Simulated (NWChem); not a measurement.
# oxygen (O$_{2}$, triplet); SMILES O=O

```xyz
2

O      0.0000     0.0000     0.5941
O      0.0000     0.0000    -0.5941
```
Atoms are numbered in this order, from 1.

Coordinates come from a PBE0/def2-SVP, spin-unrestricted optimisation. No stability test was run on the SCF state.

 States above −ε(HOMO) = 6.7 eV lie in this functional's continuum and hang on the basis.

Problem. List the 4 lowest vertical excitations from PBE/6-31+G* (spherical d), spin-unrestricted, TDA (NWChem).

Solution. 
```csv
state,energy (eV),oscillator strength,<S²>
state 1,7.07,0.000,2.00
state 2,7.07,0.000,2.00
state 3,7.53,0.000,2.01
state 4,8.20,0.000,2.01
```
